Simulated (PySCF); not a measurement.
## Basis-set dependence of AlCl at PBE0

PySCF, UKS reference; singlet, unpaired electrons none; De to Al + Cl without counterpoise correction.

```tsv
basis	relativity	functions	Re (Å)	ωe (cm⁻¹)	De (eV)	μ (D)
x2c-SVPall	spin-free X2C	36	2.147	492	5.13	-1.27
jorge-DZP-DKH	spin-free X2C	48	2.179	456	5.00	-1.85
6-311G(d,p)	no relativity	52	2.156	467	5.05	-1.97
aug-cc-pV(D+d)Z	no relativity	64	2.170	455	5.10	-1.75
def2-TZVP	no relativity	74	2.146	474	5.16	-1.50
def2-TZVPP	no relativity	84	2.146	474	5.16	-1.50
def2-TZVPPD	no relativity	99	2.147	472	5.16	-1.59
```

(1) How does each smaller set differ from the one with most functions, def2-TZVPPD?

A positive dipole means Al(−)Cl(+). Measured (Huber and Herzberg, Constants of Diatomic Molecules (1979)): Re = 2.130113 Å, ωe = 481.3 cm⁻¹. 

Results:

(1) x2c-SVPall: +0.0 pm, +4.2 % in ωe, -0.03 eV in De; jorge-DZP-DKH: +3.2 pm, -3.4 % in ωe, -0.16 eV in De; 6-311G(d,p): +0.9 pm, -1.1 % in ωe, -0.11 eV in De; aug-cc-pV(D+d)Z: +2.3 pm, -3.6 % in ωe, -0.06 eV in De; def2-TZVP: -0.1 pm, +0.4 % in ωe, +0.00 eV in De; def2-TZVPP: -0.1 pm, +0.4 % in ωe, +0.00 eV in De. All at PBE0; the set with most functions is neither the basis-set limit nor always the best. The rows treat relativity differently, so the differences are not basis effects alone.
